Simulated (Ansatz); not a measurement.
Task: Name a neutral molecule of C, F, O and H with HOMO–LUMO gap (PBE0/def2-TZVPP) between 5.65 and 5.95 eV and HOMO energy (ωB97M-V/def2-TZVPP) between -10.45 and -10.15 eV (Ansatz, PBE0-D4/def2-TZVP geometry).

Result: `O=C/C(F)=C/F` (5.85 eV, -10.29 eV). Other molecules can fit too; these were computed, each in one conformer that needn't be the lowest.
